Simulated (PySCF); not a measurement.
phosphine (H3P), SMILES P. Atoms are numbered in the order given.

```xyz
4

P      0.0000     0.0000     0.1290
H     -1.0308    -0.5951    -0.6451
H      0.0000     1.1902    -0.6451
H      1.0308    -0.5951    -0.6451
```
Charge 0, spin multiplicity 1.

Coordinates come from a PBE0-D3(BJ)/def2-TZVPD optimisation.

Calculation: PBE/pcJ-2 in PySCF.

Isotropic couplings with Fermi-contact, spin-dipole and both spin-orbit terms, one fixed conformer, no vibrational averaging. Isotopes: 1H, 31P.

Problem. Estimate the spin–spin coupling constants. (An estimate is asked for; the answer gives what the named calculation found.)

Solution. 
```json
[
 {"pair": "P1–H2", "bonds apart": "1", "J (Hz)": "130.6"},
 {"pair": "P1–H3", "bonds apart": "1", "J (Hz)": "130.6"},
 {"pair": "P1–H4", "bonds apart": "1", "J (Hz)": "130.6"},
 {"pair": "H2–H3", "bonds apart": "2", "J (Hz)": "-12.9"},
 {"pair": "H2–H4", "bonds apart": "2", "J (Hz)": "-12.9"},
 {"pair": "H3–H4", "bonds apart": "2", "J (Hz)": "-12.9"}
]
```
